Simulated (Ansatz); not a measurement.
## Which isomer of CH7NSi+ gives these data?

These gas-phase data were calculated for one isomer of CH7NSi+ at PBE0-D3(BJ)/def2-SVP (harmonic, unscaled wavenumbers; equilibrium rotational constants with average atomic masses):

* rotational constants: 16.14, 6.062, 4.945 GHz
* all wavenumbers above 1500 cm⁻¹: 3539, 3534, 3432, 3274, 3161, 2330, 2307, 1614, 1612

Candidates:

(1) the doublet with the links of `C[NH2+][SiH2]`
(2) the doublet with the links of `[CH2][SiH2][NH3+]`
(3) the doublet with the links of `C[SiH][NH3+]`

Problem. Which candidate do the data belong to?

Solution. Candidate (2). 2 modes lie between 2000 and 2380 cm⁻¹, one for each Si–H bond, while (3) has 1. 2 modes lie between 2750 and 3290 cm⁻¹, one for each C–H bond, while (1) has 3.

The same quantities for all candidates:

```tsv
	rotational constants (GHz)	wavenumbers above 1500 cm⁻¹	E above the lowest, PBE0-D3(BJ)/def2-SVP (kcal/mol)
(1)	24.7, 5.025, 4.65	3504, 3450, 3219, 3211, 3092, 2302, 2251, 1608	17.2
(2)	16.14, 6.062, 4.945	3539, 3534, 3432, 3274, 3161, 2330, 2307, 1614, 1612	11.8
(3)	16.94, 5.955, 4.771	3537, 3524, 3426, 3176, 3156, 3050, 2260, 1613, 1610	0.0
```

Harmonic stretches to hydrogen usually lie a few per cent above observed fundamentals. Each candidate is one conformer. Open shells are spin-unrestricted. Programs: Ansatz 0.2.0.
